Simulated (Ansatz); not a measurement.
Setting up singlet [NH2]+ in Ansatz

[NH2]+ has 3 atoms, charge +1, and is taken as a singlet. As SMILES of the parent species, `[NH2]`. The coordinates come from a PBE0-D4/def2-TZVP relaxation. That shape belongs to the parent species and isn't relaxed for this state.

```
atom    x (Å)    y (Å)    z (Å)
   N   0.3371  -0.2000   0.1662
   H   0.1308   0.8059   0.1594
   H  -0.4678  -0.6059  -0.3256
```

Settings wanted:

```
basis set      : def2-TZVPPD
core potential : none
task           : energy
method         : DFT
functional     : CAM-B3LYP
reference      : RKS
accuracy       : high
```

**Question.** Write the Ansatz 0.2.0 input and the command.

**Answer.** One that was run (others would do as well):

job.yaml:
```yaml
crystal:
  periodic: [false, false, false]
  atoms:
    - symbol: "N"
      position_ang: [0.337090, -0.200010, 0.166180]
    - symbol: H
      position_ang: [0.130750, 0.805920, 0.159430]
    - symbol: H
      position_ang: [-0.467840, -0.605900, -0.325600]
basis:
  gaussian: {orbitals: def2-TZVPPD.json}
accuracy: high
output: {orbitals: {seedname: orbitals}}
total_charge: 1
hamiltonian: {xc: {name: CAM-B3LYP}}
```

```bash
$ ansatz run job.yaml --threads 1 --pin off --max-ram 3480MiB --events-out events.jsonl --progress --plain --runs-dir runs
```

(Basis files named in the input come from the Basis Set Exchange and aren't shown.)

Calculated total energy: -55.40733 Eh.
